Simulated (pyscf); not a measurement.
Structures and frequencies: ωB97X-D3(BJ)/def2-SVP in PySCF. Correlated levels are frozen-core, on RHF or UHF. ΔMP2 is the change of the MP2 total energy from the triple- to the quadruple-zeta basis.

Task: For H₂B–O–BH₂ + hydrogen fluoride (HF) → H₂B–F + H₂B–OH, a four-centre exchange (singlet surface; B–O, F–H broken, B–F, H–O formed), PBE/def2-TZVP gives ΔE‡ = 20.1 kJ/mol and ΔE = -31.1 kJ/mol (zero: the separated reactants). In which direction and how far do PBE0-D3(BJ)/def2-TZVP, M06-2X/def2-TZVP, CCSD(T)/def2-TZVPP + ΔMP2(QZVPP) move these?

Result: PBE0-D3(BJ): ΔE‡ = 24.6 kJ/mol, ΔE = -31.3 kJ/mol; M06-2X: ΔE‡ = 27.2 kJ/mol, ΔE = -32.3 kJ/mol; CCSD(T): ΔE‡ = 39.0 kJ/mol, ΔE = -31.8 kJ/mol. PBE's barrier lies under all of them, by 4.5 to 18.9 kJ/mol. Its reaction energy matches one of them and lies within 1.2 kJ/mol of the others. On the product side the descent ends in a complex, 24.3 kJ/mol under the separated species and 91.4 kJ/mol under the saddle at ωB97X-D3(BJ)/def2-TZVP. This is the saddle that the search found; another between the same sides may lie lower. The CCSD(T) − MP2 part came from Ansatz, without density fitting, on the same reference.
